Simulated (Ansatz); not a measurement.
System: hcp Zr. Method: r²SCAN+rVV10 in Ansatz (plane waves, PAW).

Settings: plane-wave cutoff 560 eV, 18×18×12 k mesh (along the axes of the cell as run), Fermi–Dirac smearing 0.05 eV, scalar-relativistic PAW data made under PBE.

The volume scan:

```json
[
 {"V (Å³/atom)": "22.338", "E − E_lowest (meV/atom)": "11.86", "P (GPa)": "4.20"},
 {"V (Å³/atom)": "22.804", "E − E_lowest (meV/atom)": "2.88", "P (GPa)": "2.01"},
 {"V (Å³/atom)": "23.269", "E − E_lowest (meV/atom)": "0.00", "P (GPa)": "0.00"},
 {"V (Å³/atom)": "23.734", "E − E_lowest (meV/atom)": "2.75", "P (GPa)": "-1.86"},
 {"V (Å³/atom)": "24.200", "E − E_lowest (meV/atom)": "10.67", "P (GPa)": "-3.57"}
]
```

Problem. Estimate the bulk modulus and its pressure derivative from these points.

Solution. V0 = 23.268 Å³/atom, B0 = 96.8 GPa, B′ = 3.1 (fit to the energies at full precision).

Shape and atoms are relaxed at each volume.

Measured, for comparison: bulk modulus 95.9 GPa (zero-point energy and finite temperature contributions removed, our sources range from 84.3 to 95.9; as tabulated in doi:10.1021/acs.jctc.3c00612). Computed (rounded) less measured: bulk modulus not scored (sources differ).

Note: the bulk modulus comes from volumes at which shape and atoms were relaxed.

The result took about 7 core-minutes (a rough figure).

Ansatz is a quantum-chemistry and plane-wave program.
